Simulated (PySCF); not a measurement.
Molecule: `C=CC(=O)OC`, C4H6O2.

Mapped SMILES: `[CH2:1]=[CH:2][C:3](=[O:4])[O:5][CH3:6]`; H(Xn) means a hydrogen on atom n. Ha(C1) is cis to C3; Hb(C1) is trans to C3.

Spin–spin couplings on one PBE0-D3(BJ)/def2-SVP geometry, PySCF 2.14, gas phase, non-relativistic, equivalent pairs averaged (without the spin–dipole term); isotopes $^{1}$H; functional B3LYP.

Reference values (Hz): $^{3}J$(H(C2),Hb(C1)) = 10.6 (measured; solution (compiled); Pretsch, Buehlmann, Badertscher, Structure Determination of Organic Compounds, 4th ed., Springer 2009); $^{3}J$(H(C2),Ha(C1)) = 17.4 (measured; solution (compiled); Pretsch, Buehlmann, Badertscher, Structure Determination of Organic Compounds, 4th ed., Springer 2009); $^{2}J$(Ha(C1),Hb(C1)) = 1.5 (measured; solution (compiled); Pretsch, Buehlmann, Badertscher, Structure Determination of Organic Compounds, 4th ed., Springer 2009).

How do the couplings (Hz) change with the basis set? Times are CPU seconds on shared hosts with different chips, so compare them loosely. Far from the basis limit: 6-31G*, 6-31G-J, pcJ-0, def2-TZVP, cc-pVTZ.

Answers


| basis set | functions | $^{3}J$(H(C2),Hb(C1)) | $^{3}J$(H(C2),Ha(C1)) | $^{2}J$(Ha(C1),Hb(C1)) | mean abs. error | core-s |
| --- | --- | --- | --- | --- | --- | --- |
| 6-31G* | 96 | 9.9 | 15.7 | 0.2 | 1.2 | 8.8 |
| 6-31G-J | 96 | 12.3 | 18.5 | -0.2 | 1.4 | 11 |
| pcJ-0 | 96 | 10.1 | 17.3 | 1.2 | 0.3 | 9.8 |
| pcJ-1 | 222 | 11.3 | 18.7 | 2.7 | 1.1 | 23 |
| def2-TZVP | 222 | 9.0 | 15.6 | 3.5 | 1.8 | 31 |
| cc-pVTZ | 264 | 9.0 | 15.2 | 3.3 | 1.8 | 39 |

Errors compare magnitudes, without vibrational corrections, and the largest couplings weigh most in the mean. Closest: pcJ-0; furthest: cc-pVTZ.

The Fermi-contact term samples the wavefunction at the nucleus, which is why sets with added tight s functions (names with J) are made for couplings. Agreement of an ordinary basis with the reference is then largely a cancellation of errors.
